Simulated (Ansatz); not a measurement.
`CNN` at its PBE0-D4/def2-TZVP geometry, where that method's forces vanish. Total charge 0; spin multiplicity 1.

```xyz
9

C    -1.0296   -0.0931    0.3196
N     0.0573    0.4169   -0.4838
N     1.2947    0.1963    0.1588
H    -0.9478   -1.1666    0.5549
H    -1.9693    0.0711   -0.2136
H    -1.0629    0.4549    1.2623
H     0.0340   -0.0133   -1.4031
H     1.6601   -0.7381   -0.0106
H     1.9634    0.8720   -0.1845
```

Task: What forces (eV/Å) does ωB97M-V/def2-TZVPP give on these atoms in Ansatz? (Estimate.)

Result: Ansatz gave: 
```
C1  -0.238 -0.099  0.177
N2  -0.149  0.087 -0.349
N3   0.349 -0.070  0.139
H4   0.011  0.100 -0.028
H5   0.076 -0.016  0.049
H6   0.000 -0.045 -0.078
H7   0.016  0.026  0.075
H8  -0.031  0.066 -0.007
H9  -0.034 -0.049  0.022
```
